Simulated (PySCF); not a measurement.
Compound: C₄H₇F.
Cartesian coordinates in Å at the PBE0-D3(BJ)/def2-SVP level; atoms count from 1:
```
atom  x, y, z in Å
C1    -1.999    0.121   -0.175
C2    -0.787   -0.411   -0.336
C3     0.493    0.361   -0.396
C4     1.510   -0.103    0.627
F5     1.816   -1.428    0.420
H6    -2.895   -0.504   -0.139
H7    -2.143    1.203   -0.079
H8    -0.684   -1.498   -0.426
H9     0.946    0.250   -1.397
H10    0.304    1.437   -0.245
H11    2.441    0.485    0.547
H12    1.113    0.004    1.651
```

Method: TDDFT CAM-B3LYP/def2-SVPD, vertical, gas phase, core orbitals frozen in the response (PySCF).

Each state is given a Gaussian of 0.3 eV full width at half maximum, with ε(max) = 2.175×10⁸ f / Δν̃ (Δν̃ the width in cm⁻¹). The width is an assumption, not a result. The curve ends short of the highest state used, and states not computed would add to its high-energy end.

λ (nm), ε (L mol⁻¹ cm⁻¹) and a bar:
```
    140.9       2327 ##
    141.6       2546 ##
    142.3       2587 ##
    143.0       2403 ##
    143.8       1977 ##
    144.5       1535 #
    145.2       1142 #
    145.9        865 #
    146.6        718 #
    147.3        667 
    148.0        664 
    148.7        666 
    149.4        653 
    150.1        627 
    150.8        606 
    151.5        607 
    152.2        639 
    152.9        692 #
    153.6        746 #
    154.4        779 #
    155.1        764 #
    155.8        710 #
    156.5        634 
    157.2        575 
    157.9        589 
    158.6        756 #
    159.3       1182 #
    160.0       2003 ##
    160.7       3367 ###
    161.4       5419 ####
    162.1       8257 #######
    162.8      11893 #########
    163.5      16223 #############
    164.2      21010 #################
    164.9      25902 #####################
    165.7      31058 #########################
    166.4      34672 ############################
    167.1      37019 #############################
    167.8      37814 ##############################
    168.5      36953 #############################
    169.2      34535 ###########################
    169.9      30855 ########################
    170.6      26344 #####################
    171.3      21488 #################
    172.0      16743 #############
    172.7      12463 ##########
    173.4       8864 #######
    174.1       6026 #####
    174.8       3918 ###
    175.5       2438 ##
    176.2       1452 #
    177.0        763 #
    177.7        415 
    178.4        217 
    179.1        109 
    179.8         53
```

Question: Where are the band maxima, and which computed states make them?

Answer: 168 nm (7.39 eV), ε about 38000, made up of S1 (68%) and S2 (32%); 155 nm (8.02 eV), ε about 780, made up of S3 (61%) and S4 (35%); 149 nm (8.35 eV), ε about 670, made up of S5 (90%) (hardly more than a shoulder); 142 nm (8.73 eV), ε about 2600, made up of S6 (92%) (ε in L mol⁻¹ cm⁻¹; maxima over ε = 5, shares over 10%). The states used: S1 7.35 eV (f 0.303); S2 7.48 eV (f 0.174); S3 7.99 eV (f 0.0055); S4 8.05 eV (f 0.0031); S5 8.34 eV (f 0.0067); S6 8.71 eV (f 0.027); S7 8.86 eV (f 0.0031); S8 9.09 eV (f 0.023); S9 9.15 eV (f 0.0053); S10 9.40 eV (f 0.0059).

Question: What would ε be at 7.39 eV, the highest of these maxima, with half the width (0.15 eV)?

Answer: About 54300 L mol⁻¹ cm⁻¹ against 37800, a factor of about 1.4; a lone state at its own centre would give exactly 2.

The vertical ionisation energy (ΔSCF) is 9.94 eV, 0.54 eV above S10.

Time: 54 s wall (with the writing of density and orbital grids); peak memory 0.71 GiB. Hardware: an Arm Neoverse N1 with one thread, on a shared host.

One conformer stands for the species.
